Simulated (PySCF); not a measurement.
**Which determinant of CCl lies lowest?**

Unrestricted PBE0; basis C pcseg-1, Cl pcseg-1; no relativity; PySCF 2.14. Outer shells of the fragments: C 2s2 2p2; Cl 3s2 3p5.

Followed along the bond (rough minima from three points):

```
2Ms+1   unpaired  ⟨S²⟩ at the start  R at minimum (Å)  Te (eV)
    2        π ↑               0.75              1.67     0.00
    4  σ ↑, π ↑↑               3.75              1.67     2.23
```

Solutions found at the starting distance of 1.680 Å, counted from the lowest of them; the search is not exhaustive and high or unbound solutions are not listed, so other states can lie among these:

| 2Ms+1 | unpaired | term | E (eV) | ⟨S²⟩ | ⟨Lz²⟩ | μ (D) |
| --- | --- | --- | --- | --- | --- | --- |
| 2 | π ↑ | ²Π | 0.00 | 0.75 | 1.01 | 1.26 |
| 4 | σ ↑, π ↑↑ | ⁴Σ⁻ | 2.23 | 3.75 | 0.00 | 0.01 |
| 2 | σ ↑, π ↑↓ | mixed | 3.58 | 1.76 | 2.01 | 0.63 |
| 2 | σ ↓, π ↑↑ | mixed | 3.92 | 1.77 | 0.00 | 0.98 |
| 2 | σ ↑ | mixed | 4.82 | 0.76 | 2.00 | 0.91 |
| 2 | σ ↑ | ²Σ⁺ | 5.21 | 0.75 | 0.00 | -0.46 |
| 4 | π ↑↑↑ | ⁴Π | 5.42 | 3.76 | 1.01 | 4.26 |
| 4 | σ ↑↑, π ↑ | ⁴Π | 7.76 | 3.77 | 1.00 | -1.40 |
| 4 | σ ↑, π ↑↑ | mixed | 9.49 | 3.75 | 2.01 | 1.88 |
| 4 | σ ↑, π ↑↑ | mixed | 9.85 | 3.75 | 2.01 | 1.71 |
| 2 | π ↑ | ²Π | 9.95 | 0.80 | 1.00 | 0.52 |

A term symbol is given only where ⟨S²⟩ and ⟨Lz²⟩ are close to those of a pure state; real π, δ and φ orbitals otherwise mix terms. A positive dipole means C(−)Cl(+).

Counting both spins, an empty level lies below a filled one in some of these solutions, because spin and occupation are held.
